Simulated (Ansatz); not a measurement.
Chalcopyrite CdGeAs2, treated with revPBE (Ansatz, an electronic-structure program, plane waves, PAW).

Run with plane-wave cutoff 520 eV, 8×8×8 k mesh, Fermi–Dirac smearing 0.01 eV, scalar-relativistic PAW data made under PBE.

Shape and atoms are relaxed at each volume.

Pressure at four volumes; x = ln(V/26.902 Å³). One pressure is withheld.

| V (Å³/atom) | x | P (GPa) |
|---|---|---|
| 25.826 | -0.0408 | ? |
| 26.364 | -0.0202 | 1.03 |
| 26.902 | 0.0000 | 0.01 |
| 27.978 | 0.0392 | -1.73 |

**Question.** Pass a parabola P(x) through the three rows shown, estimate the bulk modulus and its pressure derivative near zero pressure, and predict the withheld pressure.

**Answer.** Slopes between the rows: (0.01 − (1.03))/(0.0000 − (-0.0202)) = -50.50 and (-1.73 − (0.01))/(0.0392 − (0.0000)) = -44.39 GPa. Their difference over the span 0.0594 is c = 6.11/0.0594 = 102.9 GPa, so P(x) = 1.03 + (-50.50)(x − (-0.0202)) + 102.9 (x − (-0.0202))(x − (0.0000)). At the middle row B = −dP/dx = −[-50.50 + 102.9 × 0.0202] = 48.4 GPa, and B′ = dB/dP = 2c/B = 4.3. At x = -0.0408 the parabola gives 2.16 GPa; the run gives 2.19 GPa. The Birch–Murnaghan fit to the energies at all volumes has B0 = 48.5 GPa and B′ = 4.7.

Measured, for comparison: bulk modulus 69.9 GPa (temperature not stated, no zero-point or thermal correction; as tabulated in Toher et al. (2017), arXiv:1611.05714). Computed (rounded) less measured: bulk modulus -31 %.

Note: the bulk modulus comes from volumes at which shape and atoms were relaxed.
